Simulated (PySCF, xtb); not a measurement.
disilane (H₆Si₂), SMILES [SiH3][SiH3].

Coordinates come from a TPSSh-D3(BJ)/def2-TZVP optimisation.

These are C-PCM-B3LYP/def2-SVP run with PySCF values and carry that method's errors.

The values are the electrostatic part of the solvation free energy, E(continuum) − E(gas) at the gas-phase geometry, in a cavity of scaled van der Waals radii (PySCF's table); cavitation and dispersion terms are not included. In vacuum the orbital gap is 8.61 eV. The dipole moment in vacuum is 0.00 D.

Computed values in water (ε = 78.36), acetone (ε = 20.49), tetrahydrofuran (ε = 7.43):
| solvent | ε | ΔG(elec) (kcal/mol) | dipole (D) | gap (eV) |
|---|---|---|---|---|
| water | 78.36 | -0.2 | 0.00 | 8.62 |
| acetone | 20.49 | -0.2 | 0.00 | 8.62 |
| tetrahydrofuran | 7.43 | -0.2 | 0.00 | 8.62 |

For comparison, GFN2-xTB/ALPB(water) (xtb, at the GFN2-xTB geometry, all terms of that model) gives 0.5 kcal/mol.
